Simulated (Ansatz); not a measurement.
`CC1(Cl)CO1` → `C[C@H]1O[C@@H]1Cl`  (isomerisation)

Calculated with Ansatz (gas phase, PBE0-D4/def2-TZVP geometries, no zero-point term in ΔE). CCSD(T)/CBS adds triple-zeta CCSD(T) − MP2 to the extrapolated MP2 energy (def2 sets, frozen cores).

```
            species  CCSD(T)/def2-SVP energy (Eh)
       `CC1(Cl)CO1`                    -651.33931
`C[C@H]1O[C@@H]1Cl`                    -651.33732
```

(1) Work out ΔE.

Largest T1 diagnostic among the species: 0.011.

Answers

(1) ΔE = (-651.33732) − (-651.33931) = 0.00199 Eh = +5.2 kJ/mol. CCSD(T)/CBS gives +3.3 kJ/mol.

Leaving LDA and LC-ωPBE aside and taking each functional with its dispersion term where it has one, the values, not all of them listed here, spread over 2.2 kJ/mol, from PBE-D4 to ωB97M-V.
